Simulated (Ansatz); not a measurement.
Process, species as SMILES: [CH2]N (CH2-NH2) → C atom + 4 H atom + N atom
B3LYP-D3(BJ)/def2-TZVP geometries, fixed; electronic energies without zero-point terms.
Largest species:
```
C
H 1 1.0803
H 1 1.0803 2 118.78
N 1 1.3914 2 116.76 3 148.46
H 4 1.0089 1 115.75 2 172.11
H 4 1.0089 5 111.58 1 135.19
```
Charge 0, spin multiplicity 2.

Basis-set convergence of the atomisation energy at PBE with Ansatz (an electronic-structure program). All functions are spherical. The program fits the integrals of some runs and decomposes those of others, by size. Open shells are unrestricted. No added dispersion term, no relativity. Functions are those of the species that has most. Reference: the value in aug-pcseg-3, 496.63 kcal/mol, itself unsure by roughly 0.18 kcal/mol (its mean distance from aug-cc-pVQZ, cc-pV5Z, def2-QZVPPD). Deviations are taken from unrounded values.

```
basis        functions  atomisation energy (kcal/mol)  minus reference (kcal/mol)
-----------  ---------  -----------------------------  --------------------------
pcseg-0             26                         469.75                      -26.88
pcseg-1             48                         487.25                       -9.38
aug-pcseg-1         82                         490.86                       -5.77
pcseg-2            116                         495.97                       -0.66
aug-pcseg-2        184                         496.50                       -0.13
pcseg-3            252                         496.56                       -0.07
aug-pcseg-3        366                         496.63                        0.00
```

The smallest set listed that lies within 4 kcal/mol of the reference with all its larger relatives (same family, alike in diffuse functions; a set with none counts only in the reference's own line) is pcseg-2 (116 functions, -0.66 kcal/mol off).
